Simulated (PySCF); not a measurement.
Ligands exchanged one at a time, Si F-H. All species are isolated molecules in the gas phase. Strings in code marks are SMILES. All members: neutral, multiplicity 1. Level: TPSSh-D3(BJ)/def2-TZVP // PBE0-D3(BJ)/def2-TZVP (PySCF). Delta-SCF ions had no search for a lower state.  The removal energy is E(N − 1 electrons) − E(N electrons) at the parent's geometry; ε(HOMO) is measured against the vacuum level.

```tsv
species	−ε(HOMO) (eV)	vertical ionisation energy (Delta-SCF) (eV)
`F[SiH3]`	9.13	12.36
`F[SiH2]F`	9.22	withheld
`[SiH4]`	9.29	12.41
`F[SiH](F)F`	10.43	13.79
`F[Si](F)(F)F`	11.59	14.86
```

Question: Fit vertical ionisation energy (Delta-SCF) = a + b·x to the 4 complete rows by least squares, with x = −ε(HOMO) in eV. Give a, b and the rms residual, and predict the withheld value.

Answer: Means of the 4 rows: x̄ = 10.11, ȳ = 13.355 eV. Σ(x − x̄)² = 3.9256 and Σ(x − x̄)(y − ȳ) = 4.1166, so b = 1.049 and a = ȳ − b·x̄ = 2.750 eV. The rms residual is 0.071 eV. At x = 9.22 the line gives 12.42 eV. The run for `F[SiH2]F` gave 12.46 eV, so the line is off by 0.04 eV, within twice the rms residual.

Codes: PySCF.
